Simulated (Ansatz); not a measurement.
## Ansatz (development build ahead of 0.2.0) run

```yaml
crystal:
  periodic: [false, false, false]
  atoms:
    - { symbol: "N", position_ang: [0.0, 0.0, 0.0] }
    - { symbol: S, position_ang: [0.0, 0.0, 1.6434] }
basis:
  gaussian: { orbitals: def2-SVP }
magnetization:
  spin_polarized: true
  initial_magnetization: 1
hamiltonian:
  xc: hf
correlation:
  method: mp2
  frozen_orbitals: { "N": 1, S: 5 }
```

The input is written out in the form of the current development build from the run's settings.

Results

```
Converged                                                          : yes
Reference energy                                                   : -451.73627 hartree
Correlation energy                                                 : -0.21778 hartree
Total energy                                                       : -451.95405 hartree
Spin squared of the determinant                                    : 1.451
Stability test                                                     : minimum
Occupied orbitals by symmetry in an Abelian subgroup (alpha; beta) : 7 A1 3 B1 2 B2; 7 A1 2 B1 2 B2
```

Caution: the unrestricted determinant is spin contaminated.
